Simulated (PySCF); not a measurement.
hydrogen peroxide cation (H2O2), SMILES OO (connectivity only; charge and spin as stated), charge +1, multiplicity 2.

Coordinates come from a B3LYP-D3(BJ)/def2-TZVP optimisation. The spin state was assumed, not searched.

These are PySCF with TDA-M06-2X/def2-TZVPD values and carry that method's errors.

Vertical excitations. Gas-phase values at a fixed geometry.

Computed lowest excited states:
```tsv
state	energy (eV)	λ (nm)	f	main pairs
root 1	2.74	453	0.000	β HOMO→LUMO 99 %
root 2	6.36	195	0.075	β HOMO−1→LUMO 89 %
root 3	7.84	158	0.001	α HOMO→LUMO 34 %, α HOMO→LUMO+2 12 %, β HOMO−2→LUMO 48 %
root 4	8.18	151	0.000	β HOMO−3→LUMO 98 %
root 5	8.20	151	0.002	α HOMO→LUMO 32 %, α HOMO→LUMO+2 10 %, β HOMO−2→LUMO 51 %
root 6	9.40	132	0.000	α HOMO−1→LUMO 32 %, α HOMO−1→LUMO+2 10 %, β HOMO→LUMO+2 30 %, β HOMO→LUMO+3 13 %, β HOMO→LUMO+5 8 %
root 7	10.40	119	0.000	α HOMO→LUMO+1 91 %
root 8	11.12	112	0.052	α HOMO−1→LUMO 34 %, α HOMO−1→LUMO+2 10 %, β HOMO→LUMO+2 32 %, β HOMO→LUMO+3 9 %
root 9	11.34	109	0.000	β HOMO−1→LUMO+2 56 %, β HOMO−1→LUMO+3 22 %, β HOMO−1→LUMO+5 13 %
root 10	11.37	109	0.003	α HOMO→LUMO+2 60 %, α HOMO→LUMO 26 %
```
Unrestricted roots are not spin-pure.
